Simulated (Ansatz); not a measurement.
A calculation with Ansatz (development build ahead of 0.2.0).

```yaml
crystal:
  periodic: [false, false, false]
  atoms:
    - { symbol: C, position_ang: [0.0, 0.0, 0.0] }
    - { symbol: C, position_ang: [0.0, 0.0, 1.86] }
basis:
  gaussian: { orbitals: pcseg-2 }
hamiltonian:
  xc: hf
```

The input is written out in the form of the current development build from the run's settings.

The run gave:

- Converged: yes
- Total energy: -75.32751 hartree
- Spin squared of the determinant: 0.000
- Stability test: minimum among restricted orbitals

Caution: an unrestricted determinant lies well below.
